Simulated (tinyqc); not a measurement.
Inside a calculation. Method: geometry optimisation on the RHF/sto-6g surface (energies and gradients from PySCF), for H2O, spin multiplicity 1. Computed by tinyqc, a small Python program that keeps every step (integrals from PySCF). Settings: charge = 0, multiplicity = 1, basis = sto-6g, optimiser = bfgs, first Hessian = 0.6, largest step = 0.1, iteration cap = 30. Command: `OMP_NUM_THREADS=1 python tinyqc.py 25331 25332 out.jsonl` (the two numbers bound the seeds that draw the settings). One thread of a shared host (Intel(R) Xeon(R) Processor @ 2.60GHz), about 0.8 s of CPU time with the checks.

## Step 1: energy and gradient

positions at the start (bohr):
```
           x          y         z
1O  0.030236  -0.039684  0.000000
2H  0.011338   1.447530  1.224543
3H  0.068030  -1.447530  0.999665
```

Self-consistent energy and analytic gradient at these positions.

energy = -75.67189187 hartree

gradient (hartree/bohr):
```
              x            y            z
1O   0.00297111  -0.12187359   0.05392967
2H  -0.00067019   0.04169093   0.01909579
3H  -0.00230092   0.08018266  -0.07302546
```

## Step 1: move

Quasi-Newton step p = -H^(-1) g (first H = 0.6 times the unit matrix); steps longer than 0.1 bohr are cut back (factor 0.337 here).

positions after step 1 (bohr):
```
           x          y          z
1O  0.028565   0.028831  -0.030318
2H  0.011715   1.424092   1.213807
3H  0.069324  -1.492607   1.040719
```

## Step 2: energy and gradient

As before.

energy = -75.68075053 hartree

gradient (hartree/bohr):
```
              x            y            z
1O   0.00018808  -0.00493910   0.00952535
2H  -0.00022159   0.00974631  -0.00257664
3H   0.00003351  -0.00480721  -0.00694871
```

## Step 2: move

inverse Hessian in use (bohr^2/hartree), lower triangle:
```
           1          2          3          4          5          6          7         8
1   1.666383
2   0.012099   1.151594
3  -0.004144   0.178302   1.609725
4   0.000034  -0.001518   0.000399   1.666666
5  -0.002811   0.121730  -0.036892   0.000220   1.643657
6  -0.002448   0.103356  -0.037961   0.000362  -0.026822   1.646923
7   0.000249  -0.010581   0.003745  -0.000033   0.002591   0.002086   1.666451
8  -0.009288   0.393342  -0.141410   0.001298  -0.098721  -0.076534   0.007990  1.372045
9   0.006592  -0.281657   0.094903  -0.000761   0.063714   0.057704  -0.005831  0.217943

          9
9  1.514060
```

Quasi-Newton step p = -H^(-1) g (the inverse Hessian comes from BFGS updates; coordinates in the order x, y, z of each atom); steps longer than 0.1 bohr are cut back.

positions after step 2 (bohr):
```
           x          y          z
1O  0.028373   0.031831  -0.044529
2H  0.012073   1.408925   1.219218
3H  0.069158  -1.480441   1.049518
```

## Step 3: energy and gradient

As before.

energy = -75.68107078 hartree

gradient (hartree/bohr):
```
              x            y            z
1O   0.00004726  -0.00125693   0.00235898
2H  -0.00012745   0.00609689  -0.00040066
3H   0.00008019  -0.00483996  -0.00195833
```

## Step 3: move

inverse Hessian in use (bohr^2/hartree), lower triangle:
```
           1          2          3          4          5          6          7         8
1   1.666438
2   0.010734   1.180850
3  -0.001185   0.094596   1.746428
4  -0.000140   0.002145  -0.010412   1.667123
5   0.005518  -0.048447   0.491814  -0.020956   2.616546
6  -0.002987   0.126031  -0.046469   0.003382  -0.181651   1.633585
7   0.000368  -0.012879   0.011596  -0.000317   0.015438  -0.000395   1.666615
8  -0.016252   0.534264  -0.586411   0.018811  -0.901432   0.055620  -0.002559  2.033835
9   0.004171  -0.220628  -0.033293   0.007029  -0.310163   0.079551  -0.011201  0.530791

          9
9  1.620409
```

As before.

positions after step 3 (bohr):
```
           x          y          z
1O  0.028206   0.035593  -0.054452
2H  0.012547   1.386704   1.221673
3H  0.068852  -1.461981   1.056986
```

## Convergence

Stop when the largest gradient component is below 3e-5 hartree/bohr. The inverse Hessian follows the BFGS update with s = step, y = change of gradient.

Course of the optimisation:
```
step   E (hartree)  largest gradient (hartree/bohr)
1     -75.67189187                         1.22e-01
2     -75.68075053                         9.75e-03
3     -75.68107078                         6.10e-03
4     -75.68119018                         3.44e-03
5     -75.68119702                         1.99e-03
6     -75.68120039                         1.37e-04
7     -75.68120041                         2.81e-05
```

Final distances (angstrom):
```
pair   distance
2H-1O  0.986343
3H-1O  0.986371
3H-2H  1.511222
```

Converged in 7 steps.
